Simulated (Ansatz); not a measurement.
System: rock-salt SnTe (cubic form, which distorts at low temperature). Method: B3LYP (VWN-RPA form) (Ansatz, a program for electronic structure, PAW).

Settings: plane-wave cutoff 460 eV, 8×8×8 k mesh, Fermi–Dirac smearing 0.01 eV, scalar-relativistic PAW data made under PBE.

The cell is scaled about its equilibrium volume:

| V (Å³/atom) | P (GPa) | direct gap at Γ (eV) | smallest gap on the k mesh (eV) |
|---|---|---|---|
| 33.010 | 2.12 | 6.465 | 0.810 |
| 34.025 | 0.80 | 6.305 | 0.899 |
| 34.747 | -0.01 | 6.194 | 0.957 |
| 35.616 | -0.88 | 6.065 | 1.021 |
| 36.484 | -1.65 | 5.939 | 1.079 |

The fundamental gap (0.96 eV at the equilibrium volume, on the SCF mesh) lies elsewhere than Γ–Γ.

Measured, for comparison: band gap 0.3 eV (4 K, zero-point motion not removed, bulk gap, ARPES or transport; rounded; as tabulated in Ando (2013), arXiv:1304.5693).

Note: the cell is over a tenth larger than the published one: the level's own overestimate first of all, though another phase or state, or a fault of the published cell, is possible; symmetry holds this phase in the static calculation, where it need not be a minimum.

Spin–orbit coupling is not included; with these elements it can move the gap by several tenths of an eV or more.
